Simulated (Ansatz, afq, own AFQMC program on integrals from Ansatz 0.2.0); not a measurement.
# GeHO, quartet in cc-pVDZ, levels against CCSDT(Q)

```xyz
3

Ge    0.0000   -0.0565    0.3211
O     0.0000    0.1709   -1.5200
H     0.0000    1.3581    0.9850
```

Connectivity, by distances: GeH–O.

Basis cc-pVDZ. Only valence electrons are correlated. AFQMC by an in-house program on the Cholesky factors that Ansatz 0.2.0 writes for its CCSD(T) run. ph-AFQMC/CISD is guided by a CISD state made of CCSD amplitudes; releasing the constraint for a short imaginary time cuts its bias at the price of noise, slowly where states lie close. Error bars are statistical, one sigma. No spin–orbit coupling.

Determinant: UHF, the one that the program's search chose, which needn't be the lowest solution. The geometry is a point of a scan.

No full CI on the walks' own integrals is used here; CCSDT(Q) serves as the reference and is uncertain by about the last step of the cluster series.

Cautions: no relativity below Rb; no spin-orbit coupling; inner d shell frozen; lower spins were not checked.

- T1 diagnostic: 0.0251
- weight of the determinant in the CISD state: 0.899
- ⟨S²⟩ of the determinant: 3.770
- size of the correlated space: 11 electrons in 31 orbitals

| level | correlation energy (eV) |
| --- | --- |
| MP2 | -5.4249 |
| CCSD | -6.1535 |
| CCSD(T) | -6.2977 |

Q: Estimate where AFQMC with the constraint released lies against CCSD(T) on the same integrals.

A: 4.2 ± 1.6 kJ/mol below CCSD(T).

Reference: CCSDT(Q), correlation energy -6.343 eV. The released energy is read at 2.40 1/Eh (meV from the phaseless value at times in 1/Eh: -19 ± 14 at 0.24, -31 ± 14 at 0.51, -41 ± 18 at 0.99, -31 ± 16 at 1.62, -22 ± 17 at 2.40).

| level | E − E(reference) (kJ/mol) | share of correlation (%) |
| --- | --- | --- |
| CCSD(T) | 4.4 | 99.28 |
| CCSDT | 1.5 | 99.76 |
| ph-AFQMC/CISD | 2.4 ± 1.0 | 99.61 |
| released AFQMC | 0.2 ± 1.6 | 99.96 |

A walk keeps the symmetry of its determinant, which the program's search chose and which needn't be the lowest solution, so a lower state of the same spin and another symmetry isn't excluded. Released energies are given only where the last usable release times agree within the noise; a slower fall can still hide under it.
